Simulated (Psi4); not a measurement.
# N2 (nitrogen) at HF/def2-TZVPPD

What is the energy change on altering one bond length of N2 (nitrogen) at HF/def2-TZVPPD? 

Program for the calculation: Psi4 1.11.

## 1. The molecule

N2: 2 atoms, total charge 0, spin state singlet. As SMILES, `N#N`. The coordinates come from a PBE0-D4/def2-TZVP relaxation.

Bond lengths: N1–N2 1.090 Å.

## 2. Energy and forces at HF/def2-TZVPPD

n2.in

```
memory 1600 MB

molecule system {
  0 1
  N      0.87966751    -0.28402584     0.45315632
  N     -0.87966751     0.28402584    -0.45315632
  units bohr
  symmetry c1
}

set {
  basis def2-TZVPPD
  puream true
  e_convergence 1e-09
  d_convergence 1e-08
  scf_type pk
}

result = gradient("scf")
print_variables()
```

The run is started by

```sh
$ psi4 n2.in n2.out -n 1
```

n2.out:

```text
[...]
  Running in c1 symmetry.
[...]
  Nuclear repulsion =   23.798341825492368
[...]
  Multiplicity = 1
[...]
  Nalpha       = 7
  Nbeta        = 7
[...]
    Number of basis functions: 74
[...]
   @RHF iter   1:  -108.98348504230417   -8.87595e-01   1.54476e-03 DIIS/ADIIS
[...]
   @RHF iter   8:  -108.98987512043799   -3.52429e-12   2.90509e-09 DIIS
[...]
    Orbital Energies [Eh]
    ---------------------
    Doubly Occupied:
       1A    -15.681241     2A    -15.677533     3A     -1.477580
       4A     -0.776121     5A     -0.635148     6A     -0.617778
       7A     -0.617778
[...]
  @RHF Final Energy:  -108.98987512043799
   => Energetics <=
    Nuclear Repulsion Energy =             23.7983418254923684
    One-Electron Energy =                -194.6100731784777338
    Two-Electron Energy =                  61.8218562325473755
    Total Energy =                       -108.9898751204379863
[...]
 Multipole Moments:
 ------------------------------------------------------------------------------------
     Multipole            Electronic (a.u.)      Nuclear  (a.u.)        Total (a.u.)
 ------------------------------------------------------------------------------------
 L = 1.  Multiply by 2.5417464519 to convert [e a0] to [Debye]
 Dipole X            :         -0.0000000            0.0000000           -0.0000000
 Dipole Y            :          0.0000000            0.0000000            0.0000000
 Dipole Z            :         -0.0000000            0.0000000           -0.0000000
 Magnitude           :                                                    0.0000000
[...]
  -Total Gradient:
     Atom            X                  Y                   Z
    ------   -----------------  -----------------  -----------------
       1        0.081229384178    -0.000000000201     0.000000001008
       2       -0.081229384178     0.000000000201    -0.000000001008
[...]
```

Wall time 4.2 s (1 thread of Intel Xeon Platinum 8375C at 2.90GHz (Ice Lake), shared host); peak memory 0.25 GiB.

## 3. The distorted shape, same level

job.py

```python
import psi4

psi4.set_memory(1600000000)
psi4.set_num_threads(1)
psi4.core.set_output_file('n2.out', False)

m = psi4.geometry("""
0 1
N      1.210296    -0.390779     0.623478
N     -0.465500     0.150300    -0.239800
symmetry c1
no_reorient
no_com
""")

psi4.set_options({
    'basis': 'def2-TZVPPD',
    'reference': 'rhf',
    'puream': True,
    'e_convergence': 1e-09,
    'd_convergence': 1e-08,
    'scf_type': 'pk',
})

e_tot = psi4.gradient("hf")
print('gradient / Eh bohr^-1')
print(e_tot.np.round(6))
```

The run is started by

```sh
$ python job.py
```

n2.out:

```text
[...]
  Running in c1 symmetry.
[...]
  Nuclear repulsion =   13.221331819326460
[...]
  Multiplicity = 1
[...]
  Nalpha       = 7
  Nbeta        = 7
[...]
    Number of basis functions: 74
[...]
   @RHF iter   1:  -108.37274571377920   -1.47658e+00   1.90070e-03 ADIIS/DIIS
[...]
   @RHF iter  12:  -108.38460290261651   -3.55271e-13   1.84507e-09 DIIS
[...]
    Orbital Energies [Eh]
    ---------------------
    Doubly Occupied:
       1A    -15.832705     2A    -15.832394     3A     -1.113519
       4A     -0.973916     5A     -0.499249     6A     -0.418158
       7A     -0.418158
[...]
  @RHF Final Energy:  -108.38460290261651
   => Energetics <=
    Nuclear Repulsion Energy =             13.2213318193264602
    One-Electron Energy =                -173.0356715972224038
    Two-Electron Energy =                  51.4297368752794597
    Total Energy =                       -108.3846029026164928
[...]
 Multipole Moments:
 ------------------------------------------------------------------------------------
     Multipole            Electronic (a.u.)      Nuclear  (a.u.)        Total (a.u.)
 ------------------------------------------------------------------------------------
 L = 1.  Multiply by 2.5417464519 to convert [e a0] to [Debye]
 Dipole X            :         -9.8522232            9.8522232           -0.0000000
 Dipole Y            :          3.1810761           -3.1810761            0.0000000
 Dipole Z            :         -5.0753244            5.0753244           -0.0000000
 Magnitude           :                                                    0.0000000
[...]
  -Total Gradient:
     Atom            X                  Y                   Z
    ------   -----------------  -----------------  -----------------
       1        0.252938059764    -0.081668336929     0.130299787189
       2       -0.252938059764     0.081668336929    -0.130299787189
[...]
```

On the terminal:

```text
gradient / Eh bohr^-1
[[ 0.252938 -0.081668  0.1303  ]
 [-0.252938  0.081668 -0.1303  ]]
```

Wall time 4.5 s (1 thread of Intel Xeon Platinum 8375C at 2.90GHz (Ice Lake), shared host); peak memory 0.25 GiB.

## 4. Summary of results

Level: HF/def2-TZVPPD.

| quantity | value |
| --- | --- |
| first shape: total energy | -108.98988 Eh |
| first shape: dipole moment | 0.00 D |
| first shape: HOMO energy | -16.81 eV |
| first shape: LUMO energy | 3.43 eV |
| first shape: HOMO–LUMO gap | 20.24 eV |
| first shape: largest force on an atom | 4.177 eV/Å |
| distorted shape: total energy | -108.38460 Eh |
| distorted shape: dipole moment | 0.00 D |
| distorted shape: HOMO energy | -11.38 eV |
| distorted shape: LUMO energy | -2.52 eV |
| distorted shape: HOMO–LUMO gap | 8.86 eV |
| distorted shape: largest force on an atom | 15.222 eV/Å |
| energy change with the N1–N2 bond stretched from 1.090 to 1.961 Å | 16.470 eV |

With the N1–N2 bond stretched from 1.090 to 1.961 Å the energy rises by 16.47 eV (1589 kJ/mol). The first shape isn't relaxed at this level, so the change isn't measured from a minimum. A restricted reference can't describe the breaking bond well at this length. The largest force (first shape) is 4.18 eV/Å: the shape isn't a stationary point for this species at this level.
